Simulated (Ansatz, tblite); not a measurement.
Removing and adding an electron: B(PH3)H3 (BPH6). Charge 0, multiplicity 1. Geometry: PBE0-D4/def2-TZVP. Ansatz, gas phase; energy differences of separate SCF runs; the oxidised species was run as a doublet alone; the reduced species was run as a doublet alone.

```xyz
8

B     0.8676    0.2324    0.6269
P    -0.6453   -0.1730   -0.4672
H    -1.4233    0.8997   -0.9441
H    -1.6616   -0.9779    0.0829
H    -0.4241   -0.8619   -1.6756
H     0.3905    0.8181    1.5711
H     1.5656    0.9152   -0.0861
H     1.3306   -0.8526    0.8920
```

The xTB rows come from tblite. Correlated methods freeze 6 core orbitals. In CCSD on the charge 1 doublet the largest single amplitude is 0.25, so its Hartree–Fock determinant may place the open shell otherwise than the density functionals do.

```
             level  −HOMO (eV)  vertical IE (eV)  −LUMO (eV)  vertical EA (eV)  HOMO–LUMO gap (eV)  IE − EA (eV)                        remarks
          GFN1-xTB       11.68             15.21        5.19              1.29                6.49         13.91                              –
          GFN2-xTB       10.52             13.82        5.22              2.52                5.30         11.31                              –
     HF/def2-TZVPD           –                 –           –             -1.40                   –             –   HOMO above zero (-1 doublet)
  PBE-D4/def2-TZVP        7.30             10.82        0.49                 –                6.82             –                              –
 PBE0-D4/def2-TZVP        8.62             11.02       -0.43                 –                9.05             –                              –
   CCSD/def2-TZVPD           –                 –           –             -1.02                   –             –   HOMO above zero (-1 doublet)
CCSD(T)/def2-TZVPP           –             11.25           –                 –                   –             –  large T1 (0.054) (+1 doublet)
```

(1) Estimate the rows for PBE-D4/def2-TZVPD, r2SCAN-D4/def2-TZVP, r2SCAN-D4/def2-TZVPD, PBE0-D4/def2-TZVPD, MP2/def2-TZVPD, CCSD/def2-TZVPP, CCSD(T)/def2-TZVPD.

Results:

(1) 
```csv
level,−HOMO (eV),vertical IE (eV),−LUMO (eV),vertical EA (eV),HOMO–LUMO gap (eV),IE − EA (eV),remarks
PBE-D4/def2-TZVPD,7.31,–,0.85,-0.70,6.46,–,HOMO above zero (-1 doublet)
r2SCAN-D4/def2-TZVP,7.61,10.89,0.13,–,7.48,–,–
r2SCAN-D4/def2-TZVPD,7.61,–,0.17,-0.86,7.44,–,HOMO above zero (-1 doublet)
PBE0-D4/def2-TZVPD,8.62,–,0.20,-0.81,8.42,–,HOMO above zero (-1 doublet)
MP2/def2-TZVPD,–,–,–,-1.03,–,–,HOMO above zero (-1 doublet)
CCSD/def2-TZVPP,–,11.23,–,–,–,–,large T1 (0.054) (+1 doublet)
CCSD(T)/def2-TZVPD,–,–,–,-0.97,–,–,HOMO above zero (-1 doublet)
```

Run but left out: HF/def2-TZVPP, MP2/def2-TZVPP (charge +1 doublet: a determinant that CCSD turns far, T1 0.054).   A HOMO above zero means that the electron is unbound at that level or that self-interaction error raises the level; the energy of removing that electron tells which. Raw xTB energy differences between charge states are shifted by several eV; the methods need an empirical correction for them. A negative affinity means that the extra electron isn't bound; its size then hangs on the basis.
